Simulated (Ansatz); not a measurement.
# One shape, several levels: HOCN (cyanic acid)

Aim: a comparison of 5 runs (CAM-B3LYP/STO-3G, SVWN5/STO-3G, UMP2/STO-3G, CCSDT(Q)/STO-3G, CCSDT/STO-3G) of HOCN (cyanic acid). 

The results are computed with Ansatz 0.2.0.

71 further runs of the same task are left out: 2 that didn't finish, 69 set aside as unsound or not needed.

### 1 The system as given

HOCN: 4 atoms, total charge 0, spin state singlet. SMILES: `N#CO`. The O3–C2 distance was set to 2.580 Å, away from the relaxed value. At this shape a bond of the SMILES string is far longer than usual.

Bond lengths: N1–C2 1.153 Å, O3–H4 0.966 Å.

### 2 The energy at CAM-B3LYP/STO-3G (run 1)

Contents of input.yaml:

```yaml
basis:
  gaussian:
    orbitals: STO-3G
crystal:
  periodic: [false, false, false]
  atoms:
    - {symbol: "N", position_ang: [-2.333185, -0.489538, 1.644426]}
    - {symbol: C, position_ang: [-1.422065, -0.253708, 0.978866]}
    - {symbol: O, position_ang: [0.558270, 0.398850, -0.541130]}
    - {symbol: H, position_ang: [1.216640, -0.308160, -0.562170]}
magnetization:
  spin_polarized: false
  initial_magnetization: 0
hamiltonian:
  xc: {name: CAM-B3LYP}
accuracy: high
```

On the command line:

```console
$ ansatz run input.yaml --threads 1 --pin off --max-ram 3480MiB --events-out events.jsonl --progress --plain --runs-dir runs
```

Output:

```text
Warning: RAYON_NUM_THREADS=1 ignored (pool sized by the plan → 1); use --threads N
Functional definition: CAM-B3LYP
  name "CAM-B3LYP"
  parameter alpha = 0.19
  parameter beta = 0.46
  parameter omega = 0.33/bohr
  parameter ac = 0.81
  exchange = (1 - alpha - beta)*b88_x + beta*b88_x_sr(omega) + alpha*exact_x + beta*exact_x_lr(omega)
  correlation = (1 - ac)*vwn5_c + ac*lyp_c
256 factors; integrals over basis functions are off by at most 3.2e-8 eV
144 factors; integrals over basis functions are off by at most 8.4e-10 eV
mean field evaluation 1: about -4516.0252 eV, gradient 2.5e1 eV
mean field evaluation 2: about -4510.5191 eV, gradient 5.5e1 eV
mean field evaluation 4: about -4517.6558 eV, gradient 6.1e0 eV
mean field evaluation 8: about -4517.7750 eV, gradient 6.8e-2 eV
mean field evaluation 16: about -4517.7750 eV, gradient 2.8e-5 eV
mean field -4517.77502777 eV, -166.0251700128 hartree, gradient 1.6e-8 eV, S^2 0.000000; 0 other end points of the search recorded, 0 dependent functions left out
reference -4517.77503896 eV, -166.0251704240 hartree; 11, 11 occupied and 5, 5 virtual orbitals, 256 factors
Total energy: -4517.77503896 eV, -166.0251704240 hartree
```

It took 0.48 s on 1 thread of Intel Xeon 6975P-C (Granite Rapids), shared host.

### 3 The energy at SVWN5/STO-3G (run 2)

Contents of input.yaml:

```yaml
crystal:
  periodic: [false, false, false]
  atoms:
    - {symbol: "N", position_ang: [-2.333185, -0.489538, 1.644426]}
    - {symbol: C, position_ang: [-1.422065, -0.253708, 0.978866]}
    - {symbol: O, position_ang: [0.558270, 0.398850, -0.541130]}
    - {symbol: H, position_ang: [1.216640, -0.308160, -0.562170]}
basis:
  gaussian:
    orbitals: STO-3G
hamiltonian:
  xc: {name: SVWN5}
accuracy: high
```

On the command line:

```console
$ ansatz run input.yaml --threads 1 --pin off --max-ram 3480MiB --events-out events.jsonl --progress --plain --runs-dir runs
```

Output:

```text
Warning: RAYON_NUM_THREADS=1 ignored (pool sized by the plan → 1); use --threads N
Functional definition: SVWN5
  name "SVWN5"
  exchange = slater_x
  correlation = vwn5_c
256 factors; integrals over basis functions are off by at most 3.2e-8 eV
mean field evaluation 1: about -4480.0315 eV, gradient 2.7e1 eV
mean field evaluation 2: about -4423.9900 eV, gradient 1.2e2 eV
mean field evaluation 4: about -4471.0660 eV, gradient 2.6e1 eV
mean field evaluation 8: about -4484.1723 eV, gradient 2.9e-2 eV
mean field evaluation 16: about -4472.4813 eV, gradient 1.6e1 eV
mean field -4484.10755469 eV, -164.7879131977 hartree, gradient 2.2e-8 eV, S^2 0.000000; 1 other end points of the search recorded, 0 dependent functions left out
reference -4484.10755610 eV, -164.7879132492 hartree; 11, 11 occupied and 5, 5 virtual orbitals, 256 factors
Total energy: -4484.10755610 eV, -164.7879132492 hartree
```

Wall time 0.34 s (1 thread of Intel Xeon 6975P-C (Granite Rapids), shared host).

Run 3 isn't shown in full; the table further down has it.

### 4 A single-point energy at CCSDT(Q)/STO-3G (run 4)

Contents of in.yaml:

```yaml
crystal:
  periodic: [false, false, false]
  atoms:
    - {symbol: N, position_ang: [-2.333185, -0.489538, 1.644426]}
    - {symbol: C, position_ang: [-1.422065, -0.253708, 0.978866]}
    - {symbol: O, position_ang: [0.558270, 0.398850, -0.541130]}
    - {symbol: H, position_ang: [1.216640, -0.308160, -0.562170]}
basis:
  gaussian:
    orbitals: STO-3G
accuracy: high
scf:
  omitted_lower_state_checks: [cluster_reference, increment]
correlation:
  method: ccsdt_q
  frozen_orbitals: {C: 1, H: 0, "N": 1, O: 1}
```

On the command line:

```console
$ ansatz run in.yaml --threads 1 --pin off --max-ram 3480MiB --events-out events.jsonl --progress --plain --runs-dir runs
```

Output, shortened:

```text
Warning: RAYON_NUM_THREADS=1 ignored (pool sized by the plan → 1); use --threads N
Functional definition: HF
  name "HF"
[...]
256 factors; integrals over basis functions are off by at most 3.2e-8 eV
[...]
mean field -4494.97877714 eV, -165.1874232539 hartree, gradient 4.4e-8 eV, S^2 0.000000; 5 other end points of the search recorded, 0 dependent functions left out; unrestricted orbitals would lower it
3 core orbitals not correlated: weight in the atoms' cores, before any rotation towards them, 1.000 or more for the frozen orbitals, at most 0.000 for the correlated occupied ones
reference -4494.97877714 eV, -165.1874232539 hartree; 8, 8 occupied and 5, 5 virtual orbitals, 256 factors
second order -7.92690661 eV of doubles, -0.00000000 eV of singles
cycle   1  -6.76386226 eV  change    -1.7e0 eV  update   1.6e-1
[...]
cycle  41  -10.13493212 eV  change  -3.6e-10 eV  update  7.5e-10
perturbative correction -0.07966145 eV, -0.0029275044 hartree
WARN: these amplitudes may be one of several solutions (largest doubles amplitude 0.73, level shift 9.78 eV)
Total energy: -4505.19337071 eV, -165.5628026440 hartree
Checks for a lower state left out: cluster_reference, increment
```

Wall time 0.28 s (1 thread of Intel Xeon 6975P-C (Granite Rapids), shared host).

### 5 The energy at CCSDT/STO-3G (run 5)

Contents of molecule.yaml:

```yaml
basis:
  gaussian: {orbitals: STO-3G}
crystal:
  periodic: [false, false, false]
  atoms:
    - symbol: "N"
      position_ang: [-2.333185, -0.489538, 1.644426]
    - symbol: C
      position_ang: [-1.422065, -0.253708, 0.978866]
    - symbol: O
      position_ang: [0.558270, 0.398850, -0.541130]
    - symbol: H
      position_ang: [1.216640, -0.308160, -0.562170]
accuracy: high
correlation: {method: ccsdt, frozen_orbitals: {C: 1, H: 0, "N": 1, O: 1}}
scf: {omitted_lower_state_checks: [cluster_reference, increment]}
```

On the command line:

```console
$ ansatz run molecule.yaml --threads 1 --pin off --max-ram 3480MiB --events-out events.jsonl --progress --plain --runs-dir runs
```

Output, shortened:

```text
Warning: RAYON_NUM_THREADS=1 ignored (pool sized by the plan → 1); use --threads N
[... 2 set-up lines as earlier in the session ...]
[...]
256 factors; integrals over basis functions are off by at most 3.2e-8 eV
[...]
mean field -4494.97877714 eV, -165.1874232539 hartree, gradient 4.4e-8 eV, S^2 0.000000; 5 other end points of the search recorded, 0 dependent functions left out; unrestricted orbitals would lower it
3 core orbitals not correlated: weight in the atoms' cores, before any rotation towards them, 1.000 or more for the frozen orbitals, at most 0.000 for the correlated occupied ones
reference -4494.97877714 eV, -165.1874232539 hartree; 8, 8 occupied and 5, 5 virtual orbitals, 256 factors
second order -7.92690661 eV of doubles, -0.00000000 eV of singles
cycle   1  -6.76386226 eV  change    -1.7e0 eV  update   1.6e-1
[...]
cycle  41  -10.13493212 eV  change  -3.6e-10 eV  update  7.5e-10
WARN: these amplitudes may be one of several solutions (largest doubles amplitude 0.73, level shift 9.78 eV)
Total energy: -4505.11370926 eV, -165.5598751396 hartree
Checks for a lower state left out: cluster_reference, increment
```

It took 0.28 s on 1 thread of Intel Xeon 6975P-C (Granite Rapids), shared host.

### 6 Overview of the runs

| run | level | frozen core orbitals | energy (Eh) | wall time |
| --- | --- | --- | --- | --- |
| 1 | CAM-B3LYP/STO-3G | – | -166.025170 | 0.48 s |
| 2 | SVWN5/STO-3G | – | -164.787913 | 0.34 s |
| 3 | UMP2/STO-3G | 3 | -165.496250 | 0.28 s |
| 4 | CCSDT(Q)/STO-3G | 3 | -165.562803 | 0.28 s |
| 5 | CCSDT/STO-3G | 3 | -165.559875 | 0.28 s |

### 7 What came out

| quantity | value |
| --- | --- |
| run 5: total energy | -165.55988 Eh |
| run 5: correlation energy (3 core orbitals frozen) | -372.5 mEh |
| run 5: T1 diagnostic | 0.053 |

**Reading.** Totals of different functionals can't be ranked against each other. In runs 4, 5 the log says that unrestricted orbitals would lower the reference, so the values rest on an unstable closed-shell determinant (other closed-shell runs at this shape may share the fault). In runs 1, 2, 3, 4, 5 the basis is minimal, so the values are rough. In runs 1, 2 a closed-shell determinant meets a far-stretched bond, which it describes badly. Spin contamination of the reference: run 3 ⟨S²⟩ = 1.41. Where it is this large, the reference is a mixture of spin states, and values that rest on it are in doubt. All runs together took 1.7 s, the longest 0.48 s.
